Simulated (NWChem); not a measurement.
All runs are NWChem calculations. System: CH₃O, charge 0, spin multiplicity 2, at a geometry optimised with UB3LYP/def2-SVP. The structure started from a generated list of species. Its SCF solution wasn't tested for a lower state. Level: UHF/cc-pVDZ.

Input file:

```
start mol
memory heap 200 mb stack 900 mb global 1100 mb
geometry units angstroms nocenter noautoz noautosym
  C     -0.628909     0.238462     0.123433
  O      0.589422    -0.330291    -0.083119
  H     -1.466230    -0.442937    -0.041233
  H     -0.752853     1.313671    -0.050543
  H      1.277157     0.340820     0.016127
end
basis spherical
  * library cc-pvdz
end
scf
  uhf
  nopen 1
  maxiter 100
  thresh 1e-7
  semidirect memsize 60000000 filesize 0
  # guess.movecs holds the orbitals of an unrestricted PBE0 run
  vectors input guess.movecs output mol.movecs
end
task scf energy
```

Output (cleaned and shortened):

```
             Northwest Computational Chemistry Package (NWChem) 7.3.0
             --------------------------------------------------------

                                NWChem Input Module
                                -------------------

 Scaling coordinates for geometry "geometry" by  1.889725989
 (inverse scale =  0.529177249)

                             Geometry "geometry" -> ""
                             -------------------------

 Output coordinates in angstroms (scale by  1.889725989 to convert to a.u.)

  No.       Tag          Charge          X              Y              Z
 ---- ---------------- ---------- -------------- -------------- --------------
    1 C                    6.0000    -0.62890900     0.23846200     0.12343300
    2 O                    8.0000     0.58942200    -0.33029100    -0.08311900
    3 H                    1.0000    -1.46623000    -0.44293700    -0.04123300
    4 H                    1.0000    -0.75285300     1.31367100    -0.05054300
    5 H                    1.0000     1.27715700     0.34082000     0.01612700

 Effective nuclear repulsion energy (a.u.)      35.2691828554

            Nuclear Dipole moment (a.u.)
            ----------------------------
        X                 Y               Z
 ---------------- ---------------- ----------------
    -0.0000075589    -0.0000037795    -0.0000056692


 Summary of "ao basis" -> "" (spherical)
 ------------------------------------------------------------------------------
       Tag                 Description            Shells   Functions and Types
 ---------------- ------------------------------  ------  ---------------------
 *                          cc-pvdz                   on all atoms

 Summary of "ao basis" -> "ao basis" (spherical)
 ------------------------------------------------------------------------------
       Tag                 Description            Shells   Functions and Types
 ---------------- ------------------------------  ------  ---------------------
 C                          cc-pvdz                  6       14   3s2p1d
 O                          cc-pvdz                  6       14   3s2p1d
 H                          cc-pvdz                  3        5   2s1p

                                 NWChem SCF Module
                                 -----------------

  ao basis        = "ao basis"
  functions       =    43
  atoms           =     5
  alpha electrons =     9
  beta  electrons =     8
  charge          =   0.00
  wavefunction    = UHF
  use symmetry    = F
  symmetry adapt  = F

 Summary of "ao basis" -> "ao basis" (spherical)
 ------------------------------------------------------------------------------
       Tag                 Description            Shells   Functions and Types
 ---------------- ------------------------------  ------  ---------------------
 C                          cc-pvdz                  6       14   3s2p1d
 O                          cc-pvdz                  6       14   3s2p1d
 H                          cc-pvdz                  3        5   2s1p

 Forming initial guess at       0.0s

 Starting SCF solution at       0.0s

 ----------------------------------------------
         Quadratically convergent UHF

 Convergence threshold     :          1.000E-07
 Maximum no. of iterations :          100
 Integral*density screening:          1.000E-09
 ----------------------------------------------

              iter       energy          gnorm     gmax       time
             ----- ------------------- --------- --------- --------
                 1     -114.4141527889  3.14D-01  7.06D-02      0.1
                 2     -114.4232801785  2.57D-02  1.34D-02      0.1
                 3     -114.4236633126  9.58D-04  2.72D-04      0.1
                 4     -114.4236636562  1.06D-06  3.56D-07      0.2
                 5     -114.4236636562  5.16D-09  9.70D-10      0.2

       Final UHF  results
       ------------------

         Total SCF energy =   -114.423663656207
      One electron energy =   -226.067754105695
      Two electron energy =     76.374907594050
 Nuclear repulsion energy =     35.269182855437

                       Sz =      0.5000
                 Sz(Sz+1) =      0.7500
                      S^2 =      0.7606

        Time for solution =      0.2s

          Final alpha eigenvalues
          -----------------------

              1
    1  -20.5812
    2  -11.2805
    3   -1.3942
    4   -0.9153
    5   -0.7107
    6   -0.6207
    7   -0.6004
    8   -0.5146
    9   -0.3326
   10    0.1822
   11    0.2183
   12    0.2679
   13    0.3868
   14    0.6533
   15    0.6835
   16    0.7021
   17    0.7674
   18    0.8132
   19    0.9016

          Final beta eigenvalues
          ----------------------

              1
    1  -20.5741
    2  -11.2554
    3   -1.3727
    4   -0.8488
    5   -0.6942
    6   -0.6066
    7   -0.5184
    8   -0.4977
    9    0.1750
   10    0.1872
   11    0.2306
   12    0.2772
   13    0.4057
   14    0.7013
   15    0.7205
   16    0.7865
   17    0.7905
   18    0.8241
   19    0.9151

                    UHF Final Alpha Molecular Orbital Analysis
                    ------------------------------------------

 Vector    7  Occ=1.000000D+00  E=-6.004181D-01
              MO Center=  2.3D-01, -1.6D-01,  5.8D-05, r^2= 1.1D+00
   Bfn.  Coefficient  Atom+Function         Bfn.  Coefficient  Atom+Function
  ----- ------------  ---------------      ----- ------------  ---------------
    20      0.515420  2 O  pz                23      0.344596  2 O  pz
     6      0.275274  1 C  pz                 9      0.156453  1 C  pz

 Vector    8  Occ=1.000000D+00  E=-5.146213D-01
              MO Center= -1.5D-01,  6.8D-02, -8.8D-03, r^2= 1.7D+00
   Bfn.  Coefficient  Atom+Function         Bfn.  Coefficient  Atom+Function
  ----- ------------  ---------------      ----- ------------  ---------------
    19      0.410158  2 O  py                 5     -0.322715  1 C  py
    22      0.293047  2 O  py                34     -0.274960  4 H  s
    29      0.230529  3 H  s                 17     -0.198136  2 O  s
    39      0.197100  5 H  s

 Vector    9  Occ=1.000000D+00  E=-3.325654D-01
              MO Center= -3.9D-01,  1.4D-01,  1.7D-01, r^2= 1.4D+00
   Bfn.  Coefficient  Atom+Function         Bfn.  Coefficient  Atom+Function
  ----- ------------  ---------------      ----- ------------  ---------------
     6      0.565859  1 C  pz                 9      0.473629  1 C  pz
    20     -0.357646  2 O  pz                23     -0.349195  2 O  pz
     3      0.192128  1 C  s

 Vector   10  Occ=0.000000D+00  E= 1.821585D-01
              MO Center=  8.0D-01,  7.9D-01,  2.0D-03, r^2= 3.6D+00
   Bfn.  Coefficient  Atom+Function         Bfn.  Coefficient  Atom+Function
  ----- ------------  ---------------      ----- ------------  ---------------
    40     -1.156531  5 H  s                  3      1.088310  1 C  s
    35     -1.004614  4 H  s                 17      0.618148  2 O  s
     8      0.390819  1 C  py                21      0.324044  2 O  px
    30     -0.250913  3 H  s                 22      0.166658  2 O  py

 Vector   11  Occ=0.000000D+00  E= 2.183328D-01
              MO Center= -8.1D-01,  1.4D-01, -5.9D-02, r^2= 5.2D+00
   Bfn.  Coefficient  Atom+Function         Bfn.  Coefficient  Atom+Function
  ----- ------------  ---------------      ----- ------------  ---------------
     3      1.673384  1 C  s                 30     -1.506866  3 H  s
    35     -0.991250  4 H  s                 40      0.819815  5 H  s
     7     -0.499876  1 C  px                17     -0.466180  2 O  s
     9     -0.226544  1 C  pz                22     -0.181772  2 O  py

 Vector   12  Occ=0.000000D+00  E= 2.679428D-01
              MO Center= -1.2D+00,  5.8D-01, -1.2D-01, r^2= 4.4D+00
   Bfn.  Coefficient  Atom+Function         Bfn.  Coefficient  Atom+Function
  ----- ------------  ---------------      ----- ------------  ---------------
    35     -1.836275  4 H  s                 30      1.814005  3 H  s
     8      1.217769  1 C  py                 7      0.708849  1 C  px
    17     -0.337618  2 O  s                 40      0.330919  5 H  s
    22     -0.281542  2 O  py                 5      0.267870  1 C  py
     4      0.157295  1 C  px

                     UHF Final Beta Molecular Orbital Analysis
                     -----------------------------------------

 Vector    6  Occ=1.000000D+00  E=-6.065727D-01
              MO Center= -2.8D-01, -2.2D-01, -1.8D-02, r^2= 1.5D+00
   Bfn.  Coefficient  Atom+Function         Bfn.  Coefficient  Atom+Function
  ----- ------------  ---------------      ----- ------------  ---------------
     4      0.357194  1 C  px                29     -0.300564  3 H  s
    18     -0.292578  2 O  px                19      0.287654  2 O  py
    22      0.199778  2 O  py                21     -0.172873  2 O  px

 Vector    7  Occ=1.000000D+00  E=-5.183797D-01
              MO Center=  1.5D-01, -1.1D-01, -8.9D-02, r^2= 1.4D+00
   Bfn.  Coefficient  Atom+Function         Bfn.  Coefficient  Atom+Function
  ----- ------------  ---------------      ----- ------------  ---------------
    20      0.454055  2 O  pz                23      0.349495  2 O  pz
     5     -0.214779  1 C  py                19      0.194964  2 O  py
    34     -0.194217  4 H  s                 29      0.178161  3 H  s
    17     -0.154296  2 O  s

 Vector    8  Occ=1.000000D+00  E=-4.976748D-01
              MO Center=  9.4D-02, -3.7D-02,  7.9D-03, r^2= 1.5D+00
   Bfn.  Coefficient  Atom+Function         Bfn.  Coefficient  Atom+Function
  ----- ------------  ---------------      ----- ------------  ---------------
    20     -0.355563  2 O  pz                19      0.343002  2 O  py
    23     -0.280347  2 O  pz                22      0.251916  2 O  py
    34     -0.236789  4 H  s                  5     -0.225610  1 C  py
    29      0.186567  3 H  s

 Vector    9  Occ=0.000000D+00  E= 1.750206D-01
              MO Center= -5.8D-01,  2.4D-01,  2.6D-01, r^2= 1.8D+00
   Bfn.  Coefficient  Atom+Function         Bfn.  Coefficient  Atom+Function
  ----- ------------  ---------------      ----- ------------  ---------------
     9      0.738179  1 C  pz                 6      0.375717  1 C  pz
    23     -0.332597  2 O  pz                 3      0.259147  1 C  s
    20     -0.236372  2 O  pz

 Vector   10  Occ=0.000000D+00  E= 1.871924D-01
              MO Center=  9.8D-01,  7.5D-01, -8.5D-03, r^2= 3.3D+00
   Bfn.  Coefficient  Atom+Function         Bfn.  Coefficient  Atom+Function
  ----- ------------  ---------------      ----- ------------  ---------------
    40      1.239237  5 H  s                  3     -0.974994  1 C  s
    35      0.901838  4 H  s                 17     -0.652944  2 O  s
     8     -0.384353  1 C  py                21     -0.342048  2 O  px
    22     -0.180486  2 O  py

 Vector   11  Occ=0.000000D+00  E= 2.305531D-01
              MO Center= -9.9D-01,  1.4D-01, -5.1D-02, r^2= 5.0D+00
   Bfn.  Coefficient  Atom+Function         Bfn.  Coefficient  Atom+Function
  ----- ------------  ---------------      ----- ------------  ---------------
     3      1.775882  1 C  s                 30     -1.579955  3 H  s
    35     -1.082564  4 H  s                 40      0.732757  5 H  s
     7     -0.576014  1 C  px                17     -0.376868  2 O  s
     9     -0.274033  1 C  pz                22     -0.154952  2 O  py

 center of mass
 --------------
 x =   0.05675244 y =  -0.07313148 z =   0.00459809

 moments of inertia (a.u.)
 ------------------
          16.900293434294          17.073350809424           5.704390373670
          17.073350809424          53.404322888594          -2.686421959232
           5.704390373670          -2.686421959232          68.178403841829

  Mulliken analysis of the total density
  --------------------------------------

    Atom       Charge   Shell Charges
 -----------   ------   -------------------------------------------------------
    1 C    6     5.96   2.00  0.66  0.47  1.90  0.83  0.10
    2 O    8     8.31   2.00  0.83  0.87  2.83  1.75  0.02
    3 H    1     0.94   0.75  0.16  0.03
    4 H    1     0.96   0.75  0.18  0.03
    5 H    1     0.83   0.68  0.06  0.08

  Mulliken analysis of the alpha density
  --------------------------------------

    Atom       Charge   Shell Charges
 -----------   ------   -------------------------------------------------------
    1 C    6     3.51   1.00  0.35  0.28  1.24  0.60  0.05
    2 O    8     4.19   1.00  0.42  0.43  1.47  0.86  0.01
    3 H    1     0.44   0.35  0.07  0.02
    4 H    1     0.45   0.36  0.07  0.02
    5 H    1     0.41   0.34  0.03  0.04

   Mulliken analysis of the beta density
   -------------------------------------

    Atom       Charge   Shell Charges
 -----------   ------   -------------------------------------------------------
    1 C    6     2.45   1.00  0.30  0.19  0.66  0.24  0.05
    2 O    8     4.12   1.00  0.41  0.44  1.37  0.89  0.01
    3 H    1     0.51   0.40  0.10  0.01
    4 H    1     0.51   0.39  0.10  0.01
    5 H    1     0.42   0.34  0.03  0.04

   Mulliken analysis of the spin density
   -------------------------------------

    Atom       Charge   Shell Charges
 -----------   ------   -------------------------------------------------------
    1 C    6     1.06   0.00  0.05  0.08  0.57  0.36 -0.01
    2 O    8     0.07   0.00  0.01 -0.00  0.10 -0.03  0.00
    3 H    1    -0.07  -0.04 -0.03  0.01
    4 H    1    -0.06  -0.04 -0.03  0.01
    5 H    1    -0.01  -0.01 -0.00  0.00

       Multipole analysis of the density wrt the origin
       ------------------------------------------------

     L   x y z        total         alpha         beta         nuclear
     -   - - -        -----         -----         ----         -------
     0   0 0 0     -0.000000     -9.000000     -8.000000     17.000000

     1   1 0 0      0.095887      0.554936     -0.459042     -0.000008
     1   0 1 0      0.623089      0.117742      0.505351     -0.000004
     1   0 0 1     -0.016084     -0.273377      0.257298     -0.000006

     2   2 0 0     -7.442978    -21.712004    -19.656990     33.926017
     2   1 1 0      1.382628      5.274020      4.541835     -8.433228
     2   1 0 1      0.351689      1.832590      1.156690     -2.637591
     2   0 2 0     -9.087543    -10.671134    -10.029528     11.613119
     2   0 1 1     -0.108558     -0.815369     -0.555901      1.262712
     2   0 0 2    -10.332672     -6.564834     -4.307779      0.539942

 Task  times  cpu:        0.2s     wall:        0.2s

 Total times  cpu:        0.2s     wall:        0.2s
```
